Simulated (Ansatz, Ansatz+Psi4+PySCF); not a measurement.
```yaml
atoms:
  - { symbol: H, position_ang: [-1.8076, -0.1537, -0.8781] }
  - { symbol: C, position_ang: [-1.2335, 0.1623, 0.0000] }
  - { symbol: C, position_ang: [0.1346, -0.4536, -0.0001] }
  - { symbol: C, position_ang: [1.2805, 0.2204, -0.0001] }
  - { symbol: H, position_ang: [2.2389, -0.2864, 0.0003] }
  - { symbol: H, position_ang: [-1.1821, 1.2536, -0.0005] }
  - { symbol: H, position_ang: [-1.8071, -0.1529, 0.8788] }
  - { symbol: H, position_ang: [0.1667, -1.5420, 0.0002] }
  - { symbol: H, position_ang: [1.3017, 1.3064, 0.0002] }
```

Basis set: cc-pVTZ (spherical functions). Correlated methods keep 3 orbitals frozen. Charge 0, multiplicity 1.

Computed with Ansatz (development build ahead of 0.2.0); each method stands on the lowest determinant of its kind that the runs found. Restricted open shells among the atoms or ions are ROHF, correlated in semicanonical orbitals with singles.

Give the atomization energy at this shape (free ground-state atoms in the same class of orbitals less the molecule, no zero-point energy) of singlet C₃H₆ by RHF-MP2, RHF.

```json
{"method": "RHF-MP2", "atomization energy": "3549.0 kJ/mol"}
{"method": "RHF", "atomization energy": "2775.9 kJ/mol"}
```
